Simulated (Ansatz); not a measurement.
# Basis or method: atomization of SiH₄

SiH4, singlet; coordinates (Å): Si 0.000 0.000 0.000; H 0.856 0.859 0.857; H -0.860 -0.854 0.857; H -0.855 0.856 -0.861; H 0.858 -0.860 -0.853. Quantity: atomization.

Ansatz 0.2.0, basis 6-31G or cc-pVDZ or cc-pVTZ; geometries are PBE0/def2-TZVP minima. Wave-function levels freeze the cores; HF, MP2 and coupled cluster are restricted for singlets and unrestricted otherwise, atoms included (their steps beyond CCSDT(Q) come from restricted open-shell runs), Kohn–Sham unrestricted where that lies lower. The reference is CCSDT(Q) or full CI (coupled cluster only where its series has nearly closed). Semilocal and hybrid functionals correlate all electrons outside any core potential and usually lie nearer their basis limit than the reference, so part of their error here is the reference's basis and frozen-core error; RPA and the MP2 part of double hybrids freeze the same cores as the reference. None of these values is a measured one. Energies are electronic, without zero-point terms. No spin–orbit coupling and no scalar relativity. The species are chosen: bound, without strong static correlation by their natural occupations or amplitudes, in their lowest spin state as far as vertical gaps and like structures tell, and with a ladder that closes on the reference, so errors are smaller than for species at large; levels whose determinant breaks symmetry or spin markedly are left out.

```tsv
level	6-31G (kcal/mol)	cc-pVDZ (kcal/mol)	cc-pVTZ (kcal/mol)
reference	260.4 (full CI)	301.7 (full CI)	316.9 (CCSDT(Q))
HF	221.2	248.3	254.0
MP2	250.7	293.2	308.7
CCSD(T)	260.2	301.5	316.9
PBE	297.2	308.0	312.4
r2SCAN	302.3	315.0	320.3
B3LYP	301.5	316.3	322.1
B2PLYP	285.9	310.4	319.2
```

From 6-31G to cc-pVTZ the reference moves by 56.5 kcal/mol and PBE by 15.2; the step from CCSD(T) to the reference is 0.2 in the first and 0.0 in the last.
